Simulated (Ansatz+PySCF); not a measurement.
# singlet CH3BO: levels of theory in one basis

| atom | x (Å) | y (Å) | z (Å) |
| --- | --- | --- | --- |
| B | 0.0000 | 0.0000 | -1.4433 |
| C | 0.0000 | 0.0000 | 0.1973 |
| O | 0.0000 | 0.0000 | 1.4198 |
| H | 0.0000 | -1.2756 | -1.7751 |
| H | -1.1047 | 0.6378 | -1.7751 |
| H | 1.1047 | 0.6378 | -1.7751 |

Basis set: def2-SVP (spherical functions). Correlated methods keep 3 orbitals frozen. Charge 0, multiplicity 1.

Computed with Ansatz (development build ahead of 0.2.0); each method stands on the lowest determinant of its kind that the runs found.

```csv
method,E − E(RHF) (eV),<S²> of the determinant
RHF,0.00,0.00
RHF-MP2,-11.53,–
RHF-CCSD(T),-12.57,–
```

(1) What does RHF-CCSD give on the same scale?

(2) Is a single determinant a sound starting point here?

## Answers

(1) -12.06 eV.

(2) By this sign, yes. Unrestricted orbitals gain 0.00 eV and <S²> is 0.00 against 0.00 for a pure state.
